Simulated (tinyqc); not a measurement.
Worked calculation: Pariser-Parr-Pople SCF with singles CI, for the molecule N=CC=O (SMILES; centres numbered as the heavy atoms are written). One step of it, computed by the program tinyqc.

Question. Singles CI, triplets. Over the 4 single excitations with the smallest orbital gaps: A = (e_a - e_i) delta - (ij|ab), with (pq|rs) = sum c_mp c_mq gamma_mn c_nr c_ns.

orbital energies (eV): -14.072459  -11.921772  -3.501394  -0.061792

coefficients:
```
         MO1        MO2        MO3        MO4
1N  0.380037   0.655237   0.549949  -0.351841
2C  0.466597   0.437393  -0.440496   0.630030
3C  0.546816  -0.213667  -0.520153  -0.620306
4O  0.582109  -0.577666   0.482661   0.307393
```

repulsion gamma_rs (eV), lower triangle:
```
           1N         2C         3C         4O
1N  12.300000
2C   5.475536  11.130000
3C   3.940734   5.346327  11.130000
4O   3.030251   4.092353   5.772710  15.200000
```

Give: triplet CI matrix; triplet excitation energies.

Answer.

triplet CI matrix (eV), lower triangle:
```
        2>3      1>3      2>4     1>4
2>3  1.8429
1>3  0.1598   3.9934
2>4  0.3828   1.9759   5.8295
1>4  1.9759  -0.7600  -0.1367  7.4341
```

triplet excitation energies (eV): 1.1568  2.6813  7.0152  8.2465
